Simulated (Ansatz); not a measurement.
A nudged elastic band was laid between two geometries of BH$_{4}$N (6 atoms, charge 0, multiplicity 1).

All numbers below come from RKS r2SCANh-D4/def2-SVP (Ansatz 0.2.0).

```json
{
  "movable images": "5",
  "climbing image": "yes",
  "spring": "5.0 eV/Å²",
  "optimiser": "quadratic models (default)",
  "start path": "through a guess of the saddle point",
  "force threshold": "0.05 eV/Å",
  "iteration limit": "60",
  "end points": "relaxed"
}
```

First end point:

```xyz
6
Properties=species:S:1:pos:R:3
B 0.435 0.016 0.113
N 0.724 -0.016 1.470
H 0.019 -0.136 2.185
H 1.660 0.079 1.840
H 1.338 0.164 -0.675
H -0.712 -0.106 -0.245
```

Last end point:

```xyz
6
Properties=species:S:1:pos:R:3
B 0.045 0.312 -0.348
N 0.941 -0.137 0.988
H 0.549 -0.732 1.735
H 1.152 0.780 1.403
H 1.844 -0.516 0.707
H -1.069 0.293 0.203
```

(1) What changes between the two ends?

(2) Give the energies along the band, and the barrier.

(3) What is the geometry of the highest image?

Answers

(1) Bonds broken: B1–H5. Bonds formed: N2–H5.

(2) The run converged. The highest image is number 3 of 0 to 6, 475.7 kJ/mol above the first end and 30.9 kJ/mol above the last; the last end lies 444.8 kJ/mol above the first. Beside the main top the profile has a ripple of under 15 meV (maxima at images 3, 5), which may be a very shallow well or noise. Neighbouring images differ by up to 2.2 eV, so the band resolves the path poorly. A vibrational analysis at the climbing image gives one clearly imaginary mode, 1274i cm⁻¹: a first-order saddle point. The orbitals stay closed-shell, which can raise the energy where a bond breaks towards radicals; this wasn't checked here.

```
image  path coordinate (Å)  energy (kJ/mol)  B1–H5 (Å)  N2–H5 (Å)
    0                 0.00              0.0       1.21       2.24
    1                 0.56             52.8       1.19       2.03
    2                 1.12            269.7       1.25       1.64
    3                 1.67            475.7       1.54       1.14
    4                 2.15            445.2       2.06       1.03
    5                 2.62            446.1       2.18       1.02
    6                 3.10            444.8       2.24       1.02
```

(3) 
```xyz
6
Properties=species:S:1:pos:R:3
B 0.239 0.518 -0.122
N 0.806 -0.025 1.196
H 0.323 -0.594 1.924
H 1.585 0.488 1.603
H 1.389 -0.423 0.296
H -0.879 0.036 -0.209
```

Time of the run: 94 s on 1 thread of Arm Neoverse V1 (shared host), peak memory 0.1 GiB.
